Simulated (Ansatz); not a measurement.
Compare A (`C/C=C(\N)O`) with its isomer B (`CN(C)C=O`).

Computed with Ansatz on PBE0-D4/def2-TZVP structures; ΔE is electronic, products minus reactants. CBS: MP2 limit from def2 TZ/QZ plus the TZ coupled-cluster correction, frozen cores. Functionals use def2-TZVPP. B3LYP here is the variant with VWN-RPA as its local correlation; programs differ in this. One conformer a species, not always the lowest.

Question: Which isomer does CCSD(T)/CBS put lower? Give the gap. (Estimate.)

Answer: Computed: B, by 36.1 kJ/mol.

Question: Give E(B) − E(A) in kJ/mol with r2SCAN-D4, B3LYP, MP2/def2-TZVPP, PBE0-D4, PBE-D4, CCSD(T)/def2-TZVPP, ωB97M-V. (An estimate is asked.)

Answer: Computed: r2SCAN-D4 -46.0, B3LYP -47.4, MP2/def2-TZVPP -43.4, PBE0-D4 -42.0, PBE-D4 -46.9, CCSD(T)/def2-TZVPP -41.8, ωB97M-V -39.4. None reverses the order clearly.

Largest T1 diagnostic: 0.014.

In def2-TZVPP, CCSD(T) changes the Hartree–Fock value by +8.6 kJ/mol (the triples alone add −1.5 kJ/mol) and MP2 by +7.0 kJ/mol. From PBE to PBE0 (25 % exact exchange), in def2-TZVPP and without D4, E(B) − E(A) moves by +4.8 kJ/mol.
